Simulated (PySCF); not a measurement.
An element was calculated at UHF (PySCF 2.14, spin-free X2C, a quadruple-zeta basis, no spin-orbit coupling), in the ground configurations that NIST lists.

```
first ionisation energy  : 15.637 eV
second ionisation energy : 33.387 eV
third ionisation energy  : 62.252 eV
```

**Question.** Which element is it?

**Answer.** Fluorine (F, Z = 9), in x2c-QZVPPall. NIST lists 17.423, 34.971, 62.708 eV for these ionisation energies.
